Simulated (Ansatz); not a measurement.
System: CH3S, charge -1, multiplicity 1. 
Geometry from a B3LYP-D3(BJ)/def2-TZVP (Ansatz, a program for electronic structure) optimisation:
```
C
H 1 1.0994
H 1 1.0994 2 106.54
H 1 1.0994 2 106.54 3 113.46
S 1 1.8337 2 112.26 4 123.27
```
Charge -1, spin multiplicity 1.

Basis-set convergence of Hartree-Fock and CCSD(T) correlation energies (hartree) with Ansatz. Cores are frozen in the correlated levels unless marked. Spin-orbit coupling is left out. No relativistic terms. This anion needs diffuse functions, which these sets lack.

| basis | functions | E(HF) | E(corr, CCSD(T)) | rough core time |
|---|---|---|---|---|
| cc-pV(D+d)Z | 52 | -437.13209 | -0.32348 | under 20 s |
| cc-pV(T+d)Z | 111 | -437.16764 | -0.41276 | under 20 s |
| cc-pV(Q+d)Z | 209 | ? | ? | 40 s |

**Question.** Fill in the missing entries.

**Answer.** 
- cc-pV(Q+d)Z, E(HF): -437.17798
- cc-pV(Q+d)Z, E(corr, CCSD(T)): -0.44086
